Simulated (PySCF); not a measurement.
Open-shell species derived from `CC1=C(F)CC1`. All by UKS B3LYP (pcH-1 on C F H) in PySCF, non-relativistic with spin–orbit coupling as a perturbation, on GFN2-xTB geometries; isolated species, one conformer each; SCF stability not tested. Couplings are magnitudes for isotopes of over 50 % abundance, averaged over nuclei equivalent by connectivity (but not across a short bond from an atom whose three angles sum to over 350°); populations are Mulliken's. Couplings are sensitive to structure, and on GFN2-xTB geometries they can be far from those on DFT ones, by a factor of two or more for some ions and for spin on atoms past the first row.

```csv
species,change,⟨S²⟩,g1,g2,g3,largest spin population on,largest couplings
C[C@@H]1CC[C]1F,H added to sp2 C,0.753,2.0021,2.0040,2.0047,carbon bonded to 2 C and F (0.87),"1 × 19F 182 MHz, 1 × 1H 86 MHz, 1 × 1H 69 MHz, 1 × 1H 61 MHz, and 3 smaller"
C[C+]1CC[C]1F (charge +1 and doublet state),electron removed,0.752,2.0021,2.0031,2.0054,carbon bonded to 3 C (0.44),"1 × 19F 96 MHz, 2 × 1H 77 MHz, 2 × 1H 71 MHz, 3 × 1H 70 MHz"
CC1=C(F)C[CH]1,H removed from sp3 C,0.776,2.0021,2.0035,2.0039,carbon bonded to 2 C and H (0.72),"1 × 19F 108 MHz, 1 × 1H 51 MHz, 2 × 1H 17 MHz, 3 × 1H 13 MHz"
```

(1) Predict the same entries for `CC1=C(F)[CH]C1` [radical] (H removed from sp3 C).

(2) How many first-order lines does each doublet give under fast tumbling, over what width, and where is its centre at 9.5 GHz?

Results:

(1) ⟨S²⟩: 0.774; g1: 2.0021; g2: 2.0025; g3: 2.0027; largest spin population on: carbon bonded to 2 C and H (0.67); largest couplings: 3 × 1H 54 MHz, 1 × 1H 46 MHz, 1 × 19F 37 MHz, 2 × 1H 15 MHz. The largest Mulliken spin populations are on C5 (+0.67), C2 (+0.64), C3 (-0.22) and C6 (-0.08). The positive populations add up to 1.39 and the negative ones to -0.39, together 2S = 1. The angles at C5 add up to 360.0°, so it is planar; its axial dipolar tensor and the negative coupling of its proton fit spin in a p orbital normal to that plane. (Numbering: [CH3:1][C:2]1=[C:3]([F:4])[CH:5][CH2:6]1 (hydrogens: H7, H8, H9 on C1; H10 on C5; H11, H12 on C6).)

(2) 
| species | lines | width (mT) | centre (mT) |
| --- | --- | --- | --- |
| CC1=C(F)[CH]C1 | 48 | 9.8 | 338.96 |
| C[C@@H]1CC[C]1F | 256 | 14.6 | 338.77 |
| C[C+]1CC[C]1F (charge +1 and doublet state) | 72 | 21.4 | 338.78 |
| CC1=C(F)C[CH]1 | 48 | 8.2 | 338.84 |

Splittings under 0.05 mT aren't counted.

Means can hide wide spreads in the frozen geometry: C[C+]1CC[C]1F (charge +1 and doublet state), 3 × 1H from 5 to 133 MHz (mean 70); CC1=C(F)[CH]C1, 3 × 1H from 2 to 81 MHz (mean 54); CC1=C(F)C[CH]1, 3 × 1H from -17 to -3 MHz (mean -13). The drawing needn't show where the spin sits: the atom drawn as the radical centre holds a spin population of 0.36 in C[C+]1CC[C]1F (charge +1 and doublet state).
